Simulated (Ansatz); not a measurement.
**CsCl-type TlCl**

Calculation: PBE in Ansatz (plane waves, PAW).

Numerical settings: plane-wave cutoff 520 eV, 6×6×6 k mesh, perturbation theory, scalar-relativistic PAW data made under PBE.

Cell (relaxed at this level):

```
TlCl
1.0
    3.89988     0.00000     0.00000
    0.00000     3.89988     0.00000
    0.00000     0.00000     3.89988
Tl Cl
1 1
Cartesian
  0.00000   0.00000   0.00000
  1.94994   1.94994   1.94994
```

```
Quantity                          Result
-------------------------------  -------
zone-centre TO phonon frequency  18 cm⁻¹
```

Note: the run finds an imaginary mode (16i cm⁻¹), so the cell is a saddle point at this level.

Spin–orbit coupling is not included; it can shift volumes and moduli of such heavy elements.

Ansatz is an electronic-structure program.
